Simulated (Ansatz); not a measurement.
C4H10N2, SMILES `C/N=C(\C)NC`, relaxed with RKS PBE-D4/def2-SVP in Ansatz from a rough embedded geometry. The force threshold is 0.03 eV/Å; the program also tests the step.

Charge 0, multiplicity 1.

Start:

```xyz
16

C     1.370   -1.289   -1.260
N     0.868   -0.615    0.001
C    -0.149    0.174   -0.069
C    -0.866    0.520   -1.464
N    -0.642    0.840    1.004
C    -0.216    0.518    2.360
H     2.185   -1.921   -0.939
H     0.566   -1.882   -1.670
H     1.769   -0.543   -1.925
H    -1.626    1.218   -1.272
H    -1.274   -0.451   -1.779
H    -0.130    0.888   -2.151
H    -1.566    1.250    0.994
H    -0.525   -0.504    2.640
H    -0.648    1.194    3.058
H     0.885    0.603    2.471
```

(1) How much energy does the relaxation release, and in how many steps? (Best estimate.)

(2) Which bonds change most? (An estimate is asked.)

(3) Give the relaxed structure. (Estimate.)

Results:

(1) Computed: 48.03 kJ/mol, in 5 steps.

(2) Ansatz gave: C3–C4 from 1.606 to 1.516 Å; C1–N2 from 1.515 to 1.442 Å; C4–H10 from 1.049 to 1.107 Å; C6–H15 from 1.063 to 1.107 Å.

(3) Computed: 
```xyz
16

C     1.363   -1.267   -1.139
N     0.806   -0.644    0.037
C    -0.192    0.167   -0.101
C    -0.879    0.511   -1.408
N    -0.679    0.821    1.012
C    -0.181    0.503    2.332
H     2.178   -1.962   -0.850
H     0.622   -1.866   -1.724
H     1.809   -0.536   -1.859
H    -1.689    1.255   -1.286
H    -1.307   -0.402   -1.873
H    -0.145    0.920   -2.132
H    -1.601    1.246    0.937
H    -0.426   -0.539    2.646
H    -0.603    1.214    3.068
H     0.924    0.578    2.339
```
